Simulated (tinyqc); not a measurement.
Pariser-Parr-Pople SCF with singles CI, for the molecule c1ccccc1 (SMILES; centres numbered as the heavy atoms are written), step by step. Computed by tinyqc, a small Python program that keeps every step. Settings: charge = 0, gamma = MN, start = huckel, damping = 0.5, iteration cap = 60, excitations kept = 9. Command: `OMP_NUM_THREADS=1 python tinyqc.py 30581 30582 out.jsonl` (the two numbers bound the seeds that draw the settings). One thread of a shared host (Intel(R) Xeon(R) Processor @ 2.60GHz), about 0.01 s of CPU time with the checks. Later iterations appear only in the table of the cycle.

## PPP integrals

Centres (angstrom, eV; a flat drawing with bonds scaled to 1.40 angstrom):
```
centre          x          y  core charge z          W   gamma_rr
1C       1.400000   0.000000              1  11.390000  11.320000
2C       0.700000   1.212000              1  11.390000  11.320000
3C      -0.700000   1.212000              1  11.390000  11.320000
4C      -1.400000   0.000000              1  11.390000  11.320000
5C      -0.700000  -1.212000              1  11.390000  11.320000
6C       0.700000  -1.212000              1  11.390000  11.320000
```

Resonance integrals (eV):
```
i  j       beta
1  2  -2.390000
2  3  -2.390000
3  4  -2.390000
4  5  -2.390000
5  6  -2.390000
6  1  -2.390000
```

Mataga-Nishimoto: gamma = 14.399645/(R + a), a = 2 x 14.399645/(gamma_rr + gamma_ss); H_rr = -W_r - sum_(s != r) z_s gamma_rs; H_rs = beta for bonds.

repulsion gamma_rs (eV), lower triangle:
```
           1C         2C         3C         4C         5C         6C
1C  11.320000
2C   5.389742  11.320000
3C   3.895263   5.388981  11.320000
4C   3.536212   3.895263   5.389742  11.320000
5C   3.895263   3.536867   3.895952   5.389742  11.320000
6C   5.389742   3.895952   3.536867   3.895263   5.388981  11.320000
```

core matrix H (eV), lower triangle:
```
            1C          2C          3C          4C          5C          6C
1C  -33.496221
2C   -2.390000  -33.496804
3C    0.000000   -2.390000  -33.496804
4C    0.000000    0.000000   -2.390000  -33.496221
5C    0.000000    0.000000    0.000000   -2.390000  -33.496804
6C   -2.390000    0.000000    0.000000    0.000000   -2.390000  -33.496804
```

## Starting guess

pi electrons, sum of z_r less the charge = 6

Orbitals of the Hueckel matrix of the beta values.

P at the start, lower triangle:
```
           1C         2C         3C        4C        5C        6C
1C   1.000000
2C   0.666667   1.000000
3C   0.000000   0.666667   1.000000
4C  -0.333333   0.000000   0.666667  1.000000
5C   0.000000  -0.333333   0.000000  0.666667  1.000000
6C   0.666667   0.000000  -0.333333  0.000000  0.666667  1.000000
```

## Iteration 1: Fock matrix

F_rr = H_rr + P_rr gamma_rr / 2 + sum_(s != r) P_ss gamma_rs; F_rs = H_rs - P_rs gamma_rs / 2; E = tr P (H + F) / 2 + core repulsion sum_(r<s) z_r z_s gamma_rs.

F (eV), lower triangle:
```
           1C         2C         3C         4C         5C         6C
1C  -5.730000
2C  -4.186581  -5.730000
3C   0.000000  -4.186327  -5.730000
4C   0.589369   0.000000  -4.186581  -5.730000
5C   0.000000   0.589478   0.000000  -4.186581  -5.730000
6C  -4.186581   0.000000   0.589478   0.000000  -4.186327  -5.730000
```

pi energy = -78.255426 eV

## Iteration 1: orbitals and new P

Diagonalise F (the basis is taken as orthonormal) and form P = 2 sum c c over the lowest orbitals; 0.5 of the old P is kept.

orbital energies (eV): -13.513551  -10.506070  -10.505805  -0.954195  -0.953930  2.053551

P after iteration 1, lower triangle:
```
           1C         2C         3C        4C        5C        6C
1C   1.000000
2C   0.666670   1.000000
3C   0.000000   0.666660   1.000000
4C  -0.333320   0.000000   0.666670  1.000000
5C   0.000000  -0.333340   0.000000  0.666670  1.000000
6C   0.666670   0.000000  -0.333340  0.000000  0.666660  1.000000
```

## Iteration 2: Fock matrix

As before.

F (eV), lower triangle:
```
           1C         2C         3C         4C         5C         6C
1C  -5.730000
2C  -4.186589  -5.730000
3C   0.000000  -4.186310  -5.730000
4C   0.589346   0.000000  -4.186589  -5.730000
5C   0.000000   0.589489   0.000000  -4.186589  -5.730000
6C  -4.186589   0.000000   0.589489   0.000000  -4.186310  -5.730000
```

pi energy = -78.255426 eV

## Iteration 2: orbitals and new P

As before.

orbital energies (eV): -13.513551  -10.506076  -10.505799  -0.954201  -0.953924  2.053551

P after iteration 2, lower triangle:
```
           1C         2C         3C        4C        5C        6C
1C   1.000000
2C   0.666672   1.000000
3C   0.000000   0.666656   1.000000
4C  -0.333312   0.000000   0.666672  1.000000
5C   0.000000  -0.333344   0.000000  0.666672  1.000000
6C   0.666672   0.000000  -0.333344  0.000000  0.666656  1.000000
```

## Convergence

Stop when output and input P, before any damping, agree to 1e-7.

Course of the cycle:
```
iteration        E (eV)  largest |P(out) - P(in)|
1          -78.25542567                  2.57e-05
2          -78.25542568                  1.71e-05
3          -78.25542568                  1.14e-05
4          -78.25542568                  7.56e-06
5          -78.25542568                  5.03e-06
6          -78.25542568                  3.35e-06
7          -78.25542568                  2.23e-06
8          -78.25542568                  1.48e-06
9          -78.25542568                  9.86e-07
10         -78.25542569                  6.56e-07
11         -78.25542569                  4.37e-07
12         -78.25542569                  2.91e-07
13         -78.25542569                  1.93e-07
14         -78.25542569                  1.29e-07
15         -78.25542569                  8.56e-08
```

Converged in 15 iterations.

## Converged orbitals

Charges are z - P_rr.

orbital energies (eV): -13.513551  -10.506088  -10.505787  -0.954213  -0.953912  2.053551

coefficients:
```
         MO1        MO2        MO3        MO4        MO5        MO6
1C  0.408260   0.577342   0.000000   0.000000   0.577342   0.408260
2C  0.408242   0.288683   0.500000   0.500000  -0.288683  -0.408242
3C  0.408242  -0.288683   0.500000  -0.500000  -0.288683   0.408242
4C  0.408260  -0.577342   0.000000   0.000000   0.577342  -0.408260
5C  0.408242  -0.288683  -0.500000   0.500000  -0.288683   0.408242
6C  0.408242   0.288683  -0.500000  -0.500000  -0.288683  -0.408242
```

pi charges: 1C 0.000000, 2C 0.000000, 3C 0.000000, 4C 0.000000, 5C 0.000000, 6C 0.000000

Within a degenerate level the vectors are fixed only up to a rotation; this is one choice.

## Singles CI, singlets

Over the 9 single excitations with the smallest orbital gaps: A = (e_a - e_i) delta + 2 (ia|jb) - (ij|ab), with (pq|rs) = sum c_mp c_mq gamma_mn c_nr c_ns. f = 2/3 w |mu|^2 in atomic units, mu = sqrt2 sum c_ia sum_m c_mi c_ma R_m.

singlet CI matrix (eV), lower triangle:
```
           3>4        2>4       3>5       2>5        1>4       3>6       2>6       1>5
3>4   6.661176
2>4   0.000000   5.991146
3>5   0.000000  -1.081761  5.991146
2>5   0.412234   0.000000  0.000000  6.661430
1>4   0.000000   0.000000  0.000000  0.000000   8.845489
3>6   0.000000   0.000000  0.000000  0.000000  -0.311276  8.845489
2>6   0.000000   0.000000  0.000000  0.000000   0.000000  0.000000  8.845730
1>5   0.000000   0.000000  0.000000  0.000000   0.000000  0.000000  0.310721  8.845730
1>6  -0.052470   0.000000  0.000000  0.051988   0.000000  0.000000  0.000000  0.000000

           1>6
1>6  11.594453
```

singlet excitation energies (eV): 4.909385  6.248048  7.072907  7.073537  8.534213  8.535009  9.156451  9.156764  11.595473

oscillator strengths: 0.000000  0.000000  1.212057  1.212897  0.000000  0.000000  0.000000  0.000000  0.000000

## Singles CI, triplets

Over the 9 single excitations with the smallest orbital gaps: A = (e_a - e_i) delta - (ij|ab), with (pq|rs) = sum c_mp c_mq gamma_mn c_nr c_ns.

triplet CI matrix (eV), lower triangle:
```
          3>4       2>4       3>5        2>5       1>4       3>6        2>6       1>5
3>4  3.516124
2>4  0.000000  4.445030
3>5  0.000000  0.464355  4.445030
2>5  0.464355  0.000000  0.000000   3.516909
1>4  0.000000  0.000000  0.000000   0.000000  6.988230
3>6  0.000000  0.000000  0.000000   0.000000  1.545983  6.988230
2>6  0.000000  0.000000  0.000000   0.000000  0.000000  0.000000   6.988543
1>5  0.000000  0.000000  0.000000   0.000000  0.000000  0.000000  -1.546466  6.988543
1>6  1.545983  0.000000  0.000000  -1.546466  0.000000  0.000000   0.000000  0.000000

          1>6
1>6  9.995999
```

triplet excitation energies (eV): 2.420931  3.980676  3.980871  4.909385  5.442076  5.442248  8.534213  8.535009  10.627231
